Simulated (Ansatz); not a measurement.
Z-matrix (Å, degrees):
```
C
C 1 1.501
H 1 1.095 2 114.1
H 1 1.094 2 110.1 3 -118.8
H 1 1.097 2 112.1 3 122.6
C 2 1.496 1 114.2 3 156.4
C 2 1.339 1 121.9 3 -25.0
H 6 1.096 2 110.5 1 55.4
H 6 1.088 2 113.5 1 176.0
H 6 1.096 2 111.0 1 -62.4
C 7 1.488 2 127.7 1 178.5
O 7 1.368 2 123.1 1 -1.1
H 11 1.086 7 112.8 2 -3.8
H 11 1.094 7 110.1 2 117.9
H 11 1.094 7 109.4 2 -124.8
H 12 0.961 7 109.1 2 -4.4
```

Charge 0, multiplicity 1.

Task: List the CAM-B3LYP/def2-TZVPP orbital energies in eV (Ansatz 0.2.0). (Estimate.)

Result: Ansatz gave: Occupied: -522.86, -280.07, -278.76, -278.52, -278.51, -278.48, -30.83, -24.18, -22.44, -20.98, -19.53, -17.55, -15.16, -14.18, -14.08, -13.18, -12.82, -12.59, -12.36, -11.94, -11.51, -11.41, -11.07, -7.25. Lowest empty: 1.71, 2.29, 2.68, 2.86, 3.58, 4.02, 4.09, 4.45.
